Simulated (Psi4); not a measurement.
# OH (SMILES [OH]): U-r2SCAN/aug-cc-pVTZ

Aim: the vertical doublet–quartet gap of OH at U-r2SCAN/aug-cc-pVTZ, from 2 runs. 

Program for the calculation: Psi4 1.11.

### 1 Starting point

OH has 2 atoms, charge 0, and is taken as a doublet. As SMILES, `[OH]`. The coordinates come from a PBE0-D4/def2-TZVP relaxation.

Bond lengths: O1–H2 0.973 Å.

### 2 The energy at U-r2SCAN/aug-cc-pVTZ

File calc.py:

```python
import psi4

psi4.set_memory(2200000000)
psi4.set_num_threads(1)
psi4.set_output_file('psi4.out', False)

mol = psi4.geometry("""
0 2
O      0.415880    -0.133150     0.214550
H     -0.415880     0.133150    -0.214550
symmetry c1
""")

options = {'reference': 'uks', 'puream': True, 'e_convergence': 1e-09, 'd_convergence': 1e-08, 'scf_type': 'pk', 'dft_radial_points': 99, 'dft_spherical_points': 590, 'maxiter': 100}
psi4.set_options(options)

energy_value, wavefunction = psi4.energy("r2scan/aug-cc-pVTZ", molecule=mol, return_wfn=True)
psi4.oeprop(wavefunction, "MAYER_INDICES", "DIPOLE", "MULLIKEN_CHARGES", title="R2SCAN")
print(f'r2scan/aug-cc-pVTZ energy: {energy_value:.10f} Eh')
for k, v in sorted(psi4.core.scalar_variables().items()):
    print(f'{k:45s} {v:18.10f}')
```

Command:

```
$ python calc.py
```

psi4.out, cut to the lines that bear on the results:

```text
[...]
  Running in c1 symmetry.
[...]
  Nuclear repulsion =    4.350574239688279
[...]
  Multiplicity = 2
[...]
  Nalpha       = 5
  Nbeta        = 4
[...]
    Number of basis functions: 69
[...]
   @UKS iter   1:   -75.67120562850994   -3.30228e-01   5.85596e-03 DIIS/ADIIS
[...]
   @UKS iter  24:   -75.72938825586796   -3.62377e-12   8.51557e-09 DIIS
[...]
   @S^2 Observed:                7.539802651E-01
[...]
    Orbital Energies [Eh]
    ---------------------
    Alpha Occupied:
       1A    -19.035653     2A     -0.989904     3A     -0.446406
       4A     -0.392599     5A     -0.309357
    Alpha Virtual:
       6A     -0.003578     7A      0.086011     8A      0.116704
       9A      0.125109    10A      0.129896    11A      0.203597
      12A      0.223217    13A      0.228054    14A      0.332363
      15A      0.519457    16A      0.528052    17A      0.534227
      18A      0.613284    19A      0.626395    20A      0.710007
      21A      0.742398    22A      0.780406    23A      0.794917
      24A      0.876700    25A      0.877151    26A      0.905643
[...]
  @UKS Final Energy:   -75.72938825586796
   => Energetics <=
    Nuclear Repulsion Energy =              4.3505742396882789
    One-Electron Energy =                -112.6208335361614559
    Two-Electron Energy =                  41.3933165930359479
    DFT Exchange-Correlation Energy =      -8.8524455524307353
    Empirical Dispersion Energy =           0.0000000000000000
    VV10 Nonlocal Energy =                  0.0000000000000000
    Total Energy =                        -75.7293882558679599
[...]
 Multipole Moments:
 ------------------------------------------------------------------------------------
     Multipole            Electronic (a.u.)      Nuclear  (a.u.)        Total (a.u.)
 ------------------------------------------------------------------------------------
 L = 1.  Multiply by 2.5417464519 to convert [e a0] to [Debye]
 Dipole X            :         -0.0000000            0.0000000           -0.0000000
 Dipole Y            :          0.0000000           -0.0000000            0.0000000
 Dipole Z            :          0.2131418           -0.8578758           -0.6447340
 Magnitude           :                                                    0.6447340
[...]
  Mulliken Charges: (a.u.)
   Center  Symbol    Alpha    Beta     Spin     Total
       1     O     4.62850  3.60651  1.02199 -0.23502
       2     H     0.37150  0.39349 -0.02199  0.23502
   Total alpha =  5.00000, Total beta =  4.00000, Total charge =  0.00000
  Mayer Bond Indices:
  Total Bond Index:
  Irrep: 1 Size: 2 x 2
                 1                   2
[...]
```

The script printed:

```text
r2scan/aug-cc-pVTZ energy: -75.7293882559 Eh
CURRENT ENERGY                                    -75.7293882559
CURRENT REFERENCE ENERGY                          -75.7293882559
DD SOLVATION ENERGY                                 0.0000000000
DFT FUNCTIONAL TOTAL ENERGY                       -75.7293882559
DFT TOTAL ENERGY                                  -75.7293882559
DFT VV10 ENERGY                                     0.0000000000
DFT XC ENERGY                                      -8.8524455524
GRID ELECTRONS ALPHA                                5.0000000016
GRID ELECTRONS BETA                                 4.0000000020
GRID ELECTRONS TOTAL                                9.0000000036
NUCLEAR REPULSION ENERGY                            4.3505742397
ONE-ELECTRON ENERGY                              -112.6208335362
PCM POLARIZATION ENERGY                             0.0000000000
PE ENERGY                                           0.0000000000
SCF ITERATION ENERGY                              -75.7293882559
SCF ITERATIONS                                     24.0000000000
SCF TOTAL ENERGY                                  -75.7293882559
TWO-ELECTRON ENERGY                                41.3933165930
XC GRID RADIAL POINTS                              99.0000000000
XC GRID SPHERICAL POINTS                          590.0000000000
XC GRID TOTAL POINTS                           114715.0000000000
```

It took 16 s on 1 thread of Intel Xeon 6975P-C (Granite Rapids), shared host; peak memory 0.83 GiB.

### 3 The quartet: energy and forces at U-r2SCAN/aug-cc-pVTZ

File input.inp:

```
memory 2.2 GB

molecule system {
  0 4
  O      0.78589930    -0.25161703     0.40544074
  H     -0.78589930     0.25161703    -0.40544074
  units bohr
  symmetry c1
}

set reference uks
set puream true
set e_convergence 1e-09
set d_convergence 1e-08
set scf_type pk
set dft_radial_points 99
set dft_spherical_points 590
set maxiter 100

E, wfn = gradient('r2scan/aug-cc-pVTZ', return_wfn=True)
oeprop(wfn, 'MULLIKEN_CHARGES', 'DIPOLE', 'QUADRUPOLE')
```

Command:

```
$ psi4 -n 1 input.inp input.out
```

input.out, cut to the lines that bear on the results:

```text
[...]
  Running in c1 symmetry.
[...]
  Nuclear repulsion =    4.350574249077812
[...]
  Multiplicity = 4
[...]
  Nalpha       = 6
  Nbeta        = 3
[...]
    Number of basis functions: 69
[...]
   @UKS iter   1:   -75.43966278909608   -9.86855e-02   2.53413e-03 ADIIS/DIIS
[...]
   @UKS iter   9:   -75.45348725896639   -1.06297e-11   4.97843e-09 DIIS
[...]
   @S^2 Observed:                3.754529121E+00
[...]
  @UKS Final Energy:   -75.45348725896639
   => Energetics <=
    Nuclear Repulsion Energy =              4.3505742490778117
    One-Electron Energy =                -110.4904966180191650
    Two-Electron Energy =                  39.4046030383578412
    DFT Exchange-Correlation Energy =      -8.7181679283828863
    Empirical Dispersion Energy =           0.0000000000000000
    VV10 Nonlocal Energy =                  0.0000000000000000
    Total Energy =                        -75.4534872589663905
[...]
  -Total Gradient:
     Atom            X                  Y                   Z
    ------   -----------------  -----------------  -----------------
       1       -0.000000000000     0.000000000000    -0.155057883896
       2        0.000000000000     0.000000000000     0.154767749189
[...]
 Multipole Moments:
 ------------------------------------------------------------------------------------
     Multipole            Electronic (a.u.)      Nuclear  (a.u.)        Total (a.u.)
 ------------------------------------------------------------------------------------
 L = 1.  Multiply by 2.5417464519 to convert [e a0] to [Debye]
 Dipole X            :          0.0000000            0.0000000            0.0000000
 Dipole Y            :          0.0000000            0.0000000            0.0000000
 Dipole Z            :          2.0635930           -0.8578758            1.2057172
 Magnitude           :                                                    1.2057172
 L = 2.  Multiply by 1.3450342976 to convert [e a0^2] to [Debye ang]
 Quadrupole XX       :         -7.5386869            0.0000000           -7.5386869
 Quadrupole XY       :          0.0000000            0.0000000            0.0000000
[...]
  Mulliken Charges: (a.u.)
   Center  Symbol    Alpha    Beta     Spin     Total
       1     O     5.00621  2.71977  2.28644  0.27402
       2     H     0.99379  0.28023  0.71356 -0.27402
   Total alpha =  6.00000, Total beta =  3.00000, Total charge =  0.00000
    Psi4 run time: 0:00:07.82
```

Run time: 8.7 s. Hardware: 1 thread of Intel Xeon 6975P-C (Granite Rapids), shared host; peak memory 0.84 GiB.

### 4 Outcome

At U-r2SCAN/aug-cc-pVTZ:

| quantity | value |
| --- | --- |
| doublet: total energy | -75.72939 Eh |
| doublet: dipole moment | 1.64 D |
| doublet: HOMO energy (highest over α and β) | -7.74 eV |
| doublet: LUMO energy (lowest over α and β) | -5.40 eV |
| doublet: ⟨S²⟩ | 0.754 |
| quartet: total energy | -75.45349 Eh |
| quartet: dipole moment | 3.06 D |
| quartet: HOMO energy (highest over α and β) | -2.83 eV |
| quartet: ⟨S²⟩ | 3.755 |
| quartet: largest force on an atom | 7.973 eV/Å |
| vertical energy of the quartet above the doublet | 7.508 eV |

In words: At this shape the quartet lies 7.51 eV (724 kJ/mol) above the doublet.
